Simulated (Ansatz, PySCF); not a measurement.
Species: C3H3N, charge 0, singlet. C3H3N (SMILES C=CC#N).
B3LYP-D3(BJ)/def2-TZVP minimum from Ansatz (an electronic-structure program):
```xyz
7

C     -0.1624    -1.6316     0.0047
C      0.5687    -0.5193    -0.0022
C     -0.0050     0.7858    -0.0018
H     -1.2435    -1.6002     0.0112
H      0.3125    -2.6029     0.0041
H      1.6516    -0.5573    -0.0087
N     -0.4469     1.8501    -0.0016
```

Total energies in hartree (Ansatz). UHF or UKS for unpaired electrons; spin-orbit terms are left out. Cores are frozen in correlated methods. No relativity. For partners of very few electrons the exact lower level stands in for a higher one. The restricted determinant of C3H3N (C=CC#N, singlet) is unstable towards broken spin symmetry in at least one set run.

| species | HF/cc-pVTZ | CCSD(T)/cc-pVTZ | HF/cc-pVQZ | CCSD(T)/cc-pVQZ | CCSD(T)/cc-pVDZ | CCSDT(Q)/cc-pVDZ |
|---|---|---|---|---|---|---|
| 1: C3H3N (SMILES C=CC#N) | -169.82637 | -170.53291 | -169.83740 | -170.58084 | -170.37013 | -170.37296 |
| 2: C (triplet) | -37.69157 | -37.78076 | -37.69331 | -37.78654 | -37.76038 | -37.76071 |
| 3: H (doublet) | -0.49981 | -0.49981 | -0.49995 | -0.49995 | -0.49928 | -0.49928 |
| 4: N (quartet) | -54.40069 | -54.51471 | -54.40372 | -54.52482 | -54.47850 | -54.47866 |

### Question
Work out the enthalpy of formation at 298 K (by atomisation, with ideal-gas terms from PySCF's Hessian at B3LYP-D3(BJ)/def2-TZVP and the atoms' measured values of the G2/97 table; no spin-orbit terms) in kcal/mol: take Hartree-Fock from cc-pVQZ, extrapolate the CCSD(T) correlation energy as X^-3 (X = 3, 4), and add CCSDT(Q) - CCSD(T) in cc-pVDZ. The further terms named in the bracket sum to +1.28693 hartree. 1 hartree = 627.51 kcal/mol.

### Answer

Species 1: correlation (64·(-0.74344) - 27·(-0.70654))/37 = -0.77037; step -0.00283; E1 = -169.83740 + (-0.77037) + (-0.00283) = -170.61060
Species 2: correlation (64·(-0.09323) - 27·(-0.08919))/37 = -0.09618; step -0.00033; E2 = -37.69331 + (-0.09618) + (-0.00033) = -37.78982
Species 3: correlation (64·(0.00000) - 27·(0.00000))/37 = 0.00000; step +0.00000; E3 = -0.49995 + (0.00000) + (+0.00000) = -0.49995
Species 4: correlation (64·(-0.12110) - 27·(-0.11402))/37 = -0.12627; step -0.00016; E4 = -54.40372 + (-0.12627) + (-0.00016) = -54.53015
+1·E1 -3·E2 -3·E3 -1·E4 +1.28693 = 0.07579 hartree = 47.6 kcal/mol. Measured: 43.2 kcal/mol, 180.7 kJ/mol (G2/97 table in ASE (Curtiss et al.)); atomic spin-orbit terms, which the calculations lack, would raise the computed values. The composite differs from it by +4.4 kcal/mol; core, relativistic and spin-orbit terms are not in it. So large a gap may also come from another state or conformer, or from a fault of the table, which was not checked at its source.
